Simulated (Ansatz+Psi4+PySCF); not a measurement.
Values are calculated unless marked as measured or tabulated.
Input for PySCF 2.14.0:

```python
from pyscf import gto, scf, mp

mol = gto.M(atom="""
C 0.080320 0.620260 0.000000
N 0.080320 -0.568100 0.000000
H -1.044150 0.255120 0.000000
""", basis='cc-pvtz', charge=0, spin=0)
mf = scf.RHF(mol)
mf.kernel()
pt = mp.MP2(mf, frozen=2).run()
print(mf.e_tot, pt.e_corr, pt.e_tot)
```

The script is written out from the run's settings.

Results

| Quantity | Value |
| --- | --- |
| Converged | yes |
| Reference energy | -92.83231 hartree |
| Correlation energy | -0.33777 hartree |
| Total energy | -93.17008 hartree |
| Spin squared of the determinant | 0.000 |

Caution: stretched shape with no unrestricted run beside it, a lower state can exist.
